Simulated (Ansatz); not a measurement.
A nudged elastic band was laid between two geometries of H2 + H5NSi (9 atoms, charge 0, multiplicity 1).

Theory: RKS PBE0/def2-SVP in Ansatz 0.2.0.

- movable images: 2
- climbing image: no
- spring: 5.0 eV/Å²
- optimiser: quadratic models (default)
- start path: through a guess of the saddle point
- force threshold: 0.05 eV/Å
- iteration limit: 60
- end points: relaxed

Image 0:

```xyz
9
Properties=species:S:1:pos:R:3
Si -0.298 0.547 0.007
N 0.047 -0.043 1.604
H -0.714 -0.401 2.171
H 0.706 0.464 2.185
H 1.003 0.783 -0.686
H -1.082 1.826 -0.070
H -1.090 -0.499 -0.706
H 1.726 -2.917 1.900
H 1.352 -2.263 1.774
```

Image 3:

```xyz
9
Properties=species:S:1:pos:R:3
Si 0.384 0.037 -0.453
N -0.036 -0.619 2.388
H -0.998 -0.886 2.593
H 0.181 0.161 3.007
H 0.595 0.374 -1.905
H 0.447 1.327 0.291
H -0.958 -0.607 -0.362
H 1.487 -0.892 -0.073
H 0.547 -1.397 2.694
```

**Question.** Which bonds break or form, and what moves?

**Answer.** Bonds broken: Si1–N2, H8–H9. Bonds formed: Si1–H8, N2–H9. H2 + H5NSi becomes H3N + H4Si.

**Question.** What energy profile does the band end with?

**Answer.** It converged. The highest image is number 2 of 0 to 3, 13.0 kcal/mol above the first end and 13.3 kcal/mol above the last; the last end lies 0.3 kcal/mol below the first. No image climbed, so the highest image needn't sit at the top of the path. A band with more images between the same ends climbed to 1.83 eV, so this one has probably stepped over the top. So few images can step over the top or miss a turn of the path. The orbitals stay closed-shell, which can raise the energy where a bond breaks towards radicals; this wasn't checked here.

| image | path coordinate (Å) | energy (kcal/mol) | Si1–N2 (Å) | H8–H9 (Å) | Si1–H8 (Å) |
| --- | --- | --- | --- | --- | --- |
| 0 | 0.00 | 0.0 | 1.74 | 0.76 | 4.44 |
| 1 | 2.12 | 6.3 | 1.75 | 0.77 | 2.73 |
| 2 | 4.25 | 13.0 | 2.38 | 2.16 | 1.53 |
| 3 | 6.37 | -0.3 | 2.95 | 2.97 | 1.49 |

**Question.** What is the geometry of the highest image?

**Answer.** 
```xyz
9
Properties=species:S:1:pos:R:3
Si 0.269 -0.051 -0.151
N -0.030 -0.441 2.173
H -0.731 -0.150 2.854
H 0.886 -0.100 2.468
H 1.076 0.485 -1.299
H -0.530 1.174 0.228
H -0.727 -1.051 -0.658
H 1.373 -0.911 0.466
H 0.062 -1.457 2.099
```

Run time: 41 s on 1 thread of AMD EPYC 7R43 64-Core Processor (Zen 3), with other jobs on the host, peak memory 0.13 GiB.
